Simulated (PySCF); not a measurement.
**PS: from the state search to spectroscopic constants**

The task here is to estimate one member of a computed series from the others.

The runs use PySCF 2.14.0; P def2-SVP, S def2-SVP, no relativity.

The first run:

The job is set up so:

- atoms: P, S
- charge: 0
- basis: P def2-SVP, S def2-SVP
- Hamiltonian: no relativity
- basis functions: 36
- electrons treated: 31
- masses in u: 30.9738, 31.9721
- levels: PBE0, PBE, r²SCAN, B3LYP, TPSS, r²SCAN0, ωB97X, HF, MP2, SCS-MP2, CCSD, CCSD(T)
- grid: 80 radial by 434 angular points
- occupations: held fixed by the projection of orbital angular momentum
- dissociation limit: P + S, each in its ground configuration
- starting distance in angstrom: 2.050
- values of 2S to try: 1, 3, 5

Started as:

```bash
> OMP_NUM_THREADS=1 python dia.py task.json out
```

Among the steps run: Input; The PBE0 curve of the state that the search chose; Other states along the same grid; PBE (GGA); r²SCAN (meta-GGA); B3LYP; TPSS (meta-GGA); r²SCAN0; ωB97X (range-separated hybrid); ROHF; MP2 and coupled cluster.

One of the session's tables, all rows but one given; the rest of the session is left out.

| level | Re (Å) | ωe (cm⁻¹) | De (eV) |
| --- | --- | --- | --- |
| ROHF | 1.881 | 835 | 1.46 |
| ROHF-MP2 | 1.915 | 765 | 3.61 |
| ROHF-SCS-MP2 | 1.915 | 761 | 3.52 |
| ROHF-CCSD | 1.914 | 761 | 3.26 |
| ROHF-CCSD(T) | 1.927 | 729 | 3.54 |
| PBE | 1.930 | 728 | 4.73 |
| TPSS | 1.926 | 733 | 4.46 |
| r²SCAN | ? | ? | ? |
| B3LYP | 1.918 | 750 | 4.34 |
| PBE0 | 1.906 | 776 | 4.28 |
| r²SCAN0 | 1.898 | 794 | 4.01 |
| ωB97X | 1.888 | 821 | 4.28 |

**Question.** Estimate the row for r²SCAN.

The run gave: Re (Å): 1.915; ωe (cm⁻¹): 754; De (eV): 4.35.

De is counted to P + S in their ground configurations.
